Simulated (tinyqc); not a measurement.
Inside a calculation. Method: MP2 on RHF in the sto-3g basis, for H2F+, spin multiplicity 1. One step of it, computed by the program tinyqc.

Question. Iteration 8 (converged): orbitals. Diagonalise F' = X^T F X, C = X C', fill 5 alpha and 5 beta electrons from the bottom; D = 2 C_occ C_occ^T. Each column has its largest component positive (the first on a tie).

converged F (hartree):
```
             1F 1s      1F 2s     1F 2px     1F 2py     1F 2pz      2H 1s      3H 1s
1F 1s   -26.583373  -6.780919   0.000000   0.000000  -0.021213  -1.103816  -1.103816
1F 2s    -6.780919  -3.610401   0.000000   0.000000  -0.097151  -1.145103  -1.145103
1F 2px    0.000000   0.000000  -1.020076   0.000000   0.000000   0.000000   0.000000
1F 2py    0.000000   0.000000   0.000000  -0.962218   0.000000  -0.542216   0.542216
1F 2pz   -0.021213  -0.097151   0.000000   0.000000  -0.985784  -0.358487  -0.358487
2H 1s    -1.103816  -1.145103   0.000000  -0.542216  -0.358487  -0.809659  -0.317311
3H 1s    -1.103816  -1.145103   0.000000   0.542216  -0.358487  -0.317311  -0.809659
```

X:
```
            1F 1s      1F 2s    1F 2px     1F 2py     1F 2pz      2H 1s      3H 1s
1F 1s    1.023763  -0.136572  0.000000   0.000000  -0.005157   0.017983   0.017983
1F 2s   -0.136572   1.149161  0.000000   0.000000   0.049963  -0.212503  -0.212503
1F 2px   0.000000   0.000000  1.000000   0.000000   0.000000   0.000000   0.000000
1F 2py   0.000000   0.000000  0.000000   1.073060   0.000000  -0.174413   0.174413
1F 2pz  -0.005157   0.049963  0.000000   0.000000   1.019658  -0.083930  -0.083930
2H 1s    0.017983  -0.212503  0.000000  -0.174413  -0.083930   1.115845  -0.065559
3H 1s    0.017983  -0.212503  0.000000   0.174413  -0.083930  -0.065559   1.115845
```

Give: F' = X^T F X; orbital energies; coefficients C; D after iteration 8.

Answer.

F' = X^T F X (hartree):
```
          1        2        3        4        5        6        7
1  -26.1035  -3.4411   0.0000   0.0000  -0.0385  -0.1350  -0.1350
2   -3.4411  -2.2447   0.0000   0.0000   0.0347  -0.4745  -0.4745
3    0.0000   0.0000  -1.0201   0.0000   0.0000   0.0000   0.0000
4    0.0000   0.0000   0.0000  -0.7320   0.0000  -0.4388   0.4388
5   -0.0385   0.0347   0.0000   0.0000  -0.9167  -0.2486  -0.2486
6   -0.1350  -0.4745   0.0000  -0.4388  -0.2486  -0.3685  -0.0697
7   -0.1350  -0.4745   0.0000   0.4388  -0.2486  -0.0697  -0.3685
```

orbital energies (hartree): MO1 -26.5930, MO2 -2.0241, MO3 -1.1727, MO4 -1.0417, MO5 -1.0201, MO6 -0.0442, MO7 0.1419

coefficients C:
```
            MO1      MO2      MO3      MO4     MO5      MO6      MO7
1F 1s    0.9947  -0.2506   0.0000   0.0597  0.0000   0.1077   0.0000
1F 2s    0.0227   0.9490   0.0000  -0.3000  0.0000  -0.6640   0.0000
1F 2px   0.0000   0.0000   0.0000   0.0000  1.0000   0.0000   0.0000
1F 2py   0.0000   0.0000   0.7321   0.0000  0.0000   0.0000   0.8224
1F 2pz   0.0021   0.0918   0.0000   0.8975  0.0000  -0.4923   0.0000
2H 1s   -0.0041   0.0853   0.3415   0.1957  0.0000   0.7473  -0.7821
3H 1s   -0.0041   0.0853  -0.3415   0.1957  0.0000   0.7473   0.7821
```

D after iteration 8:
```
          1F 1s    1F 2s  1F 2px   1F 2py   1F 2pz    2H 1s    3H 1s
1F 1s    2.1116  -0.4663  0.0000   0.0000   0.0653  -0.0275  -0.0275
1F 2s   -0.4663   1.9823  0.0000   0.0000  -0.3642   0.0443   0.0443
1F 2px   0.0000   0.0000  2.0000   0.0000   0.0000   0.0000   0.0000
1F 2py   0.0000   0.0000  0.0000   1.0719   0.0000   0.5000  -0.5000
1F 2pz   0.0653  -0.3642  0.0000   0.0000   1.6280   0.3669   0.3669
2H 1s   -0.0275   0.0443  0.0000   0.5000   0.3669   0.3244  -0.1421
3H 1s   -0.0275   0.0443  0.0000  -0.5000   0.3669  -0.1421   0.3244
```
